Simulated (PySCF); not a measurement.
# difluoromethyl radical: computed EPR parameters against published values

Measured values to reproduce: a(1H H4) 22.2 G [1]; a(13C C2) 148.8 G [1]; a(19F F1/F3) 84.2 G [1]. Sources and the comparison follow the method.

Compound: difluoromethyl radical, CHF2 (doublet state).
Z-matrix (Å and degrees, PBE0-D3(BJ)/def2-SVP geometry), rows numbered from 1:
```
F 
C   1  1.3170
F   2  1.3169  1  111.86
H   2  1.1005  1  114.27  3   131.81
```

As a line formula: `F[CH]F` (difluoromethyl radical).

Method: UKS B3LYP, IGLO-III on C F, pcH-1 on H, non-relativistic, mean-field spin-orbit, GIAO (PySCF).

```tsv
nucleus	computed a_iso (MHz)	published	in MHz	difference of magnitudes (MHz)	source
1H H4	66.9	22.2 G	62.3	+4.6	[1]
13C C2	397.3	148.8 G	417.3	-20.0	[1]
19F F1/F3	218.7	84.2 G	236.2	-17.5	[1]
```

Values published in field units are turned into MHz with the computed g_iso.

Sources: [1] measured, solution or matrix (EPR); Pople, Beveridge, Approximate Molecular Orbital Theory, McGraw-Hill 1970 (compilation of measured values).

In relative terms the largest miss is 1H H4, by 7 %. The measured numbers hold vibrational averaging and, outside the gas phase, effects of the matrix or solvent; the computed ones belong to one rigid, isolated geometry and carry the errors of functional and basis. An EPR spectrum gives magnitudes, so published signs often rest on theory.

The largest Mulliken spin population is on C2 (+0.92). The angles at C2 add up to 340.4°, so it is pyramidal.

⟨S²⟩ = 0.7522 against the exact 0.7500, so spin contamination is small.
